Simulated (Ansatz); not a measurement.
Geometry optimisation, Ansatz, RHF/def2-SVP.

Input file:

```yaml
crystal:
  periodic: [false, false, false]
  atoms:
    - { symbol: Si, position_ang: [-0.220734, 0.262893, 0.00534] }
    - { symbol: O, position_ang: [-0.281445, 0.140484, 1.672318] }
    - { symbol: H, position_ang: [-1.114663, 0.259833, 2.10492] }
    - { symbol: H, position_ang: [1.175354, 0.478028, -0.404737] }
    - { symbol: H, position_ang: [-1.001765, 1.476205, -0.38388] }
    - { symbol: H, position_ang: [-0.859384, -0.883067, -0.667267] }
    - { symbol: "N", position_ang: [1.378203, -2.131937, 0.935378] }
    - { symbol: H, position_ang: [1.098309, -3.086846, 1.084303] }
    - { symbol: H, position_ang: [2.384133, -2.123975, 0.902174] }
    - { symbol: H, position_ang: [1.090992, -1.593119, 1.760749] }
basis:
  gaussian: { orbitals: def2-SVP }
hamiltonian:
  xc: hf
relax:
  f_tol: 0.03
  max_steps: 50
```

Run as:

```bash
$ ansatz run input.yaml --threads 1 --pin off --max-ram 2048MiB --backend cpu --events-out ev --progress --plain --runs-dir out
```

Q: Where does it end, and by what steps?

A: It converged. After 5 steps the energy has fallen by 0.043 eV; H9 moved furthest, 0.24 Å.

| step | energy less start (eV) | largest force component (eV/Å) | accepted |
| --- | --- | --- | --- |
| 0 | 0.0000 | 0.821 | yes |
| 1 | -0.0396 | 0.269 | yes |
| 2 | -0.0422 | 0.144 | yes |
| 3 | -0.0428 | 0.110 | yes |
| 4 | -0.0431 | 0.037 | yes |
| 5 | -0.0434 | 0.023 | yes |

```xyz
10
Properties=species:S:1:pos:R:3
Si -0.306 0.370 -0.027
O -0.324 0.208 1.627
H -1.136 0.348 2.087
H 1.087 0.564 -0.459
H -1.097 1.575 -0.391
H -0.927 -0.785 -0.708
N 1.504 -2.268 0.979
H 1.190 -3.215 1.108
H 2.507 -2.275 1.046
H 1.151 -1.723 1.747
```

The run took 9.5 s on 1 thread of Arm Neoverse V1 (shared host), peak memory 0.13 GiB.
